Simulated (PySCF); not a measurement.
Species: CH₈BN.
Numbering: `[BH3-:1][NH2+:2][CH3:3]` (hydrogens: H4, H5, H6 on B1; H7, H8 on N2; H9, H10, H11 on C3)

Level of theory: core-valence-separated Tamm–Dancoff BHandHLYP/aug-pcX-1 (pcseg-1 on H) in PySCF, non-relativistic, gas phase, PBE0-D3(BJ)/def2-SVP geometry. The energies are unshifted.

(1) What does the N 1s absorption edge look like?

(2) What does the B 1s absorption edge look like?

(3) List the carbon K-edge absorption lines.

Answers

(1) 
| E (eV) | f | core hole on | main final orbital |
| --- | --- | --- | --- |
| 400.77 | 0.0169 | N2 | LUMO (75 %) |
| 401.60 | 0.0406 | N2 | LUMO+2 (45 %) |
| 402.80 | 0.0175 | N2 | LUMO+1 (64 %) |
| 403.85 | 0.0119 | N2 | LUMO+4 (38 %) |
| 403.94 | 0.0093 | N2 | LUMO+3 (46 %) |
| 404.39 | 0.0057 | N2 | LUMO+2 (48 %) |
| 404.57 | 0.0092 | N2 | LUMO+3 (45 %) |

The first line with a tenth or more of the strongest one's intensity is at 400.77 eV (f = 0.017), with the hole on N2 (nitrogen bonded to B, C and 2 H). The strongest listed is at 401.60 eV (f = 0.041; N2).

(2) 
```csv
E (eV),f,core hole on,main final orbital
188.03,0.0114,B1,LUMO (78 %)
189.27,0.0074,B1,LUMO+2 (91 %)
189.35,0.0066,B1,LUMO+1 (77 %)
189.74,0.0014,B1,LUMO+3 (78 %)
189.79,0.0180,B1,LUMO+4 (58 %)
190.34,0.0141,B1,LUMO+5 (49 %)
```

The first line with a tenth or more of the strongest one's intensity is at 188.03 eV (f = 0.011), with the hole on B1 (four-coordinate boron). The strongest listed is at 189.79 eV (f = 0.018; B1).

(3) 
| E (eV) | f | core hole on | main final orbital |
| --- | --- | --- | --- |
| 286.15 | 0.0187 | C3 | LUMO (80 %) |
| 287.08 | 0.0075 | C3 | LUMO+1 (71 %) |
| 287.35 | 0.0335 | C3 | spread |
| 287.39 | 0.0286 | C3 | LUMO+2 (66 %) |
| 288.67 | 0.0125 | C3 | LUMO+12 (39 %) |
| 288.71 | 0.0298 | C3 | spread |
| 289.23 | 0.0016 | C3 | LUMO+7 (53 %) |

The first line with a tenth or more of the strongest one's intensity is at 286.15 eV (f = 0.019), with the hole on C3 (N-methyl carbon). The strongest listed is at 287.35 eV (f = 0.033; C3).

Roots within 0.03 eV whose holes lie on the same, on equivalent or on shared atoms are summed into one line, and the highest roots are left out, as the search may have cut off their partners. Final orbitals are the ground state's empty Kohn–Sham orbitals.

Question: What is the summed oscillator strength of the listed N K lines, and their intensity-weighted mean energy?

Answer: Σf = 0.111 over 7 lines from 400.77 to 404.57 eV; the weighted mean is 402.49 eV. The strongest line holds 37 % of the sum.

Only the lowest roots of each edge were sought.
